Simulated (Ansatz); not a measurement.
S3, that is [S3]- with one electron fewer, relaxed as a singlet with RKS r2SCAN-D4/def2-TZVPD in Ansatz, starting from the r2SCAN-D4/def2-TZVPD geometry of the charge -1 doublet. Force threshold 0.02 eV/Å.

Start:

```xyz
3

S     0.346    1.625    0.478
S    -0.596    0.082   -0.369
S     0.249   -1.707   -0.109
```

**Question.** Estimate the energy that the relaxation releases and the steps that it takes.

**Answer.** 3.6 kcal/mol, in 4 steps; 4.5 s on 4 threads of AMD EPYC 7B13 on a shared host. No frequencies were taken in this run, so the end may be a saddle point.

**Question.** Does the start keep its bonding and symmetry?

**Answer.** By distances, no bond broke or formed. The bond that changes most is S1–S2, from 2.00 to 1.92 Å (atoms count from 1). Point group C2v at the start, C2v at the end, both within 0.05 Å.

**Question.** Predict the relaxed structure.

**Answer.** 
```
atom   x (Å)   y (Å)   z (Å)
  S1   0.323   1.584   0.456
  S2  -0.551   0.076  -0.342
  S3   0.229  -1.660  -0.115
```
Bond lengths: 2 × S–S 1.92 Å.
